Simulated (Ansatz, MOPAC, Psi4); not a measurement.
System: CHClF$_{2}$ (charge 0, singlet). SMILES: ClC(F)F
Structure (B3LYP-D3(BJ)/def2-TZVP (Ansatz, a program for electronic structure) minimum search):
```xyz
5

F     -0.9293     1.1547    -0.2887
C     -0.4772     0.0446     0.3178
F     -1.0941    -1.0146    -0.2314
Cl     1.2802    -0.0951     0.0818
H     -0.6909     0.0890     1.3835
```

PM7 beside other levels, property by property. Set-up: no spin-orbit coupling; dispersion terms only where a functional's name holds one; valence correlation only; six Cartesian d functions in 6-31G* and its kin unless marked 5d; PM7 with its own dispersion and hydrogen-bond terms; non-relativistic; open shells spin-unrestricted. Basis-set limits of correlation are two-point, X^-3; Hartree-Fock from the larger set. [CCSD(T)-MP2]/basis is that difference in the basis named. Ab initio and DFT rows: single points at B3LYP-D3(BJ) geometries (Ansatz), with unscaled harmonic terms from B3LYP/6-31G* (Ansatz) at its own minima, enthalpies of formation by atomisation with measured atoms. Semi-empirical rows: MOPAC heats of formation at their own minima for 298 K.

Measured values: Active Thermochemical Tables 1.112 (ions: stationary electron), as tabulated in the package chemicals; they hold spin-orbit and core effects, anharmonicity. Coupled cluster (Ansatz) is a level with limits of its own, used here on species with T1 under 0.025 (0.045 for open shells) and stable references: (a) RI-MP2/CBS(aug-cc-pV(T+d)Z,aug-cc-pV(Q+d)Z)+[CCSD(T)-MP2]/aug-cc-pV(T+d)Z; (b) RI-MP2/CBS(cc-pV(T+d)Z,cc-pV(Q+d)Z)+[CCSD(T)-MP2]/cc-pV(T+d)Z.

```tsv
property	PM7 (MOPAC)	B3LYP/6-31G* (Ansatz)	wB97X-D/6-31G* (Psi4)	r2SCAN-D4/def2-TZVPD (Ansatz + dftd4)	to compare with
enthalpy of formation at 298 K (kcal/mol)	-111.2	-112.5	-115.7	-120.6	-115.4 measured
C-Cl bond dissociation enthalpy at 298 K, to F[CH]F + Cl atom (kcal/mol)	71.0	80.0	83.6	84.1	87.5 coupled cluster (a)
C-H bond dissociation enthalpy at 298 K, to F[C](F)Cl + H atom (kcal/mol)	82.8	98.2	98.9	95.0	102.8 coupled cluster (b)
```

As the rows show:
- enthalpy of formation at 298 K: PM7 lies 4.2 kcal/mol above the measured value.
- C-Cl bond dissociation enthalpy at 298 K, to F[CH]F + Cl atom: PM7 lies 16.5 kcal/mol below coupled cluster.
- C-H bond dissociation enthalpy at 298 K, to F[C](F)Cl + H atom: PM7 lies 20.0 kcal/mol below coupled cluster.

The properties are those with a value to compare with, at most eight drawn at random. No case is left out for the size of its miss. Left out are saddle points of the reference geometry, anions that the best level run finds unbound, excited spin states, species near biochemistry, 298 K rows of species without real B3LYP wavenumbers, cases with under five habitual levels, runs that failed or that the program found above a lower state of the same kind, table entries that another table contradicts, and a share of species set aside by lot.
